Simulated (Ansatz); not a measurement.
# BaBi6O10: short dynamics, then relaxation

A packing of 17 atoms, thrown in at random and pushed apart as soft spheres with like charges further apart (1 Ba, 6 Bi, 10 O) went through Langevin stages in a fixed cell of 17.71 Å³/atom, at one k point, without spin and with a Fermi–Dirac width of kT (0.05 eV at least). Computed with DFT PBE, scalar-relativistic, plane waves, PAW (Ansatz 0.2.0).

```tsv
thermostat (K)	duration (fs)	friction (1/fs)	cutoff (eV)	mean T (K)	mean P (GPa)	mean square displacement (Å²)
3400	48	0.030	320	3333	12.9	0.18
3400	242	0.030	420	3622	12.9	2.67
2450	300	0.030	420	2587	14.0	1.19
1360	344	0.030	420	1452	11.8	0.29
300	422	0.030	420	320	9.8	0.11
```

Means run over the second half of a stage; pressure includes the kinetic part; displacements count from the stage's start, the atoms' common shift taken off. In so short a run the atoms moved about a bond length or less in the hot stages, so this is an annealed packing, not a quenched equilibrium liquid.

Cell and atoms were then relaxed on coarser meshes and computed once more: Plane waves to 420 eV, a k mesh through Γ of 3×4×3 on the computed 17-atom cell and Gaussian smearing (0.02 eV); no spin polarisation.

What structure is left?

One draw of many: 21.49 Å³/atom with a gap on the mesh of 2.19 eV, 1.29 eV/atom below the elements' standard states (static lattices, no corrections for gases) (a random packing after short dynamics, relaxed).

Counting as bonded all pairs within 1.2 times the summed covalent radii, but none from a metal cation to another cation:

```
atom → neighbour mean count mean length (Å) spread (Å)
          Ba → O        5.00             2.73        0.20
          Bi → O        3.67             2.22        0.13
          O → Ba        0.50             2.73        0.20
          O → Bi        2.20             2.22        0.13
```

Angles between all pairs of such bonds at an atom (mean ± spread): 100 ± 23° at Ba, 100 ± 26° at Bi, 116 ± 20° at O.

```yaml
crystal:
  lattice:
    - [7.43858, 0.59641, -0.27093]
    - [0.60085, 6.64583, -0.09969]
    - [-0.25038, -0.12390, 7.45376]
  atoms:
    - { symbol: Bi, position: [0.56147, 0.99140, 0.02228] }
    - { symbol: Bi, position: [0.57591, 0.03220, 0.51859] }
    - { symbol: Bi, position: [0.64641, 0.47120, 0.97451] }
    - { symbol: Bi, position: [0.08682, 0.12662, 0.19859] }
    - { symbol: Bi, position: [0.40347, 0.57659, 0.45895] }
    - { symbol: Bi, position: [0.94125, 0.69883, 0.33859] }
    - { symbol: O, position: [0.93037, 0.37054, 0.01886] }
    - { symbol: O, position: [0.54584, 0.28554, 0.16037] }
    - { symbol: O, position: [0.58157, 0.81950, 0.26884] }
    - { symbol: O, position: [0.19733, 0.81063, 0.34778] }
    - { symbol: O, position: [0.86052, 0.92456, 0.54686] }
    - { symbol: O, position: [0.48758, 0.79759, 0.66264] }
    - { symbol: O, position: [0.25783, 0.04429, 0.98877] }
    - { symbol: O, position: [0.17026, 0.45923, 0.53287] }
    - { symbol: O, position: [0.63216, 0.27049, 0.75046] }
    - { symbol: O, position: [0.89383, 0.93477, 0.12367] }
    - { symbol: Ba, position: [0.05172, 0.18563, 0.71561] }
```

The final mesh leaves forces up to 0.35 eV/Å and stresses up to 0.6 GPa: the relaxation ran on a coarser mesh, so the cell's shape, its bonds and its energy belong partly to that mesh.

Spin-orbit coupling is left out, which matters for the bands of heavy elements. An odd mesh misses points on the zone edge, so a gap read on it can be too wide.

Cost: 6 runs of about 39 core-minutes in all (earlier runs that led there not counted), on Intel Xeon Platinum 8375C (Ice Lake) (shared hosts).